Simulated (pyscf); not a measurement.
HO–AsH₂ + GeH₄ → H₃Ge–AsH₂ + H₂O, a four-centre exchange (singlet surface; As–O, Ge–H broken, As–Ge, H–O formed). Optimised with ωB97X-D3(BJ)/def2-SVP in PySCF. Energies in eV from the separated reactants.

Small-basis levels: PySCF, no dispersion term, spherical d functions. 

Q: In single points B3LYP/6-31G*+LANL2DZ puts the saddle at 1.70 eV and the reaction energy at -0.49 eV. Should these be trusted to within a few kcal/mol? Compare with ωB97M-D3(BJ)/def2-TZVP.

A: ωB97M-D3(BJ)/def2-TZVP gives ΔE‡ = 1.86 eV and ΔE = -0.64 eV. B3LYP/6-31G*+LANL2DZ lies 0.16 eV under it in the barrier and 0.15 eV over it in the reaction energy, so on this step it does not hold to within 0.13 eV. ωB97M-D3(BJ)/def2-TZVP has limits of its own. One saddle was located; it need not be the lowest between these sides. In the def2 sets elements up to Kr have no core potential.
